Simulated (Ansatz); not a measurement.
**C₄H₄: basis-set convergence**

One table from this session's results is given with a row withheld; the runs are named, their logs left out.

Computed with Ansatz 0.2.0, Gaussian basis. Level: one geometry, several basis sets.

The runs, in order: PBE0-D4/def2-SVP; ωB97M-V/def2-SVP; PBE0-D4/def2-QZVPP; ωB97M-V/def2-QZVPP; the functionals' def2-TZVPP values are taken from earlier runs.

### The relaxed structure

An earlier PBE0-D4 in a triple-zeta def2 set relaxation fixed the geometry.

8 atoms, charge 0, spin multiplicity 1.

Atoms are counted from 1 here; the program's logs count them from 0.

Bond lengths: C1–C2 1.310 Å, C1–H5 1.085 Å, C1–H6 1.085 Å, C2–C3 1.264 Å, C3–C4 1.310 Å, C4–H7 1.085 Å, C4–H8 1.085 Å. Angles: C2–C1–H5 121.3°, C2–C1–H6 121.3°, H5–C1–H6 117.4°, C1–C2–C3 180.0°, C2–C3–C4 180.0°, C3–C4–H7 121.3°, C3–C4–H8 121.3°, H7–C4–H8 117.4°.

As a file:

```csv
atom,x (Å),y (Å),z (Å)
C1,-0.69097,1.75935,-0.40437
C2,-0.21705,0.56795,-0.13635
C3,0.24032,-0.58219,0.12233
C4,0.71403,-1.77364,0.39045
H5,-1.17392,1.97353,-1.35253
H6,-0.61586,2.57030,0.31315
H7,0.63828,-2.58478,-0.32679
H8,1.19737,-1.98772,1.33842
```

The first run:

The input, in.yaml:

```yaml
crystal:
  periodic: [false, false, false]
  atoms:
    - {symbol: C, position_ang: [-0.690972, 1.759349, -0.404372]}
    - {symbol: C, position_ang: [-0.217046, 0.567951, -0.136351]}
    - {symbol: C, position_ang: [0.240315, -0.582186, 0.122326]}
    - {symbol: C, position_ang: [0.714032, -1.773645, 0.390446]}
    - {symbol: H, position_ang: [-1.173916, 1.973531, -1.352528]}
    - {symbol: H, position_ang: [-0.615865, 2.570295, 0.313148]}
    - {symbol: H, position_ang: [0.638278, -2.584781, -0.326792]}
    - {symbol: H, position_ang: [1.197374, -1.987716, 1.338423]}
basis:
  gaussian: {orbitals: def2-SVP}
hamiltonian: {xc: pbe0, dispersion: d4}
output: {orbitals: {seedname: orbitals}}
```

The run is started by

```
$ ansatz run in.yaml --threads 2 --pin off --events-out ev --progress --plain --max-ram 4352MiB
```

Among the steps run: PBE0-D4 in def2-SVP; ωB97M-V in def2-SVP; PBE0-D4 in def2-QZVPP; ωB97M-V in def2-QZVPP.

One of the session's tables, all rows but one given; the rest of the session is left out.

It belongs to the step «Functionals by basis». 

| functional | basis | HOMO (eV) |
| --- | --- | --- |
| PBE0-D4 | def2-SVP | -7.04 |
| PBE0-D4 | def2-TZVPP | -7.10 |
| PBE0-D4 | def2-QZVPP | ? |
| ωB97M-V | def2-SVP | -9.07 |
| ωB97M-V | def2-TZVPP | -9.14 |
| ωB97M-V | def2-QZVPP | -9.15 |

**Question.** Estimate the row for PBE0-D4, def2-QZVPP.

The run gave: HOMO (eV): -7.11. In the column «HOMO (eV)» it lies between ωB97M-V, def2-SVP (-9.07) and PBE0-D4, def2-TZVPP (-7.10).
